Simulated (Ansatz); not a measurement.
C3H5F (`C/C=C/F`). Total charge 0; spin multiplicity 1. All single points use the PBE0-D4/def2-TZVP geometry.

```xyz
9

C    -0.015    1.091   -0.393
C     0.396   -0.323   -0.168
C    -0.266   -1.150    0.618
F     0.121   -2.419    0.807
H    -0.214    1.280   -1.452
H    -0.917    1.340    0.169
H     0.774    1.785   -0.088
H     1.283   -0.696   -0.672
H    -1.163   -0.907    1.177
```

What is the dipole moment at PBE/def2-TZVPP? (Best estimate.)

Computed: 1.56 D, with components (-0.34, 1.50, -0.31) D in this frame, pointing from negative to positive charge.

And with r2SCAN, B3LYP, ωB97M-V? (Estimate.)

Ansatz gave: r2SCAN 1.64 D, B3LYP 1.70 D, ωB97M-V 1.69 D.

Give the Mulliken charges with PBE, B3LYP, r2SCAN in def2-TZVPP. (An estimate is asked.)

The calculation gave: 
```json
{"atom": "C1", "PBE": "-0.20", "B3LYP": "-0.20", "r2SCAN": "-0.07"}
{"atom": "C2", "PBE": "-0.11", "B3LYP": "-0.12", "r2SCAN": "-0.12"}
{"atom": "C3", "PBE": "0.07", "B3LYP": "0.09", "r2SCAN": "0.11"}
{"atom": "F4", "PBE": "-0.16", "B3LYP": "-0.21", "r2SCAN": "-0.21"}
{"atom": "H5", "PBE": "0.09", "B3LYP": "0.09", "r2SCAN": "0.05"}
{"atom": "H6", "PBE": "0.07", "B3LYP": "0.07", "r2SCAN": "0.03"}
{"atom": "H7", "PBE": "0.09", "B3LYP": "0.09", "r2SCAN": "0.05"}
{"atom": "H8", "PBE": "0.08", "B3LYP": "0.10", "r2SCAN": "0.08"}
{"atom": "H9", "PBE": "0.07", "B3LYP": "0.09", "r2SCAN": "0.07"}
```

B3LYP here is the variant with VWN-RPA as its local correlation; programs differ in this.
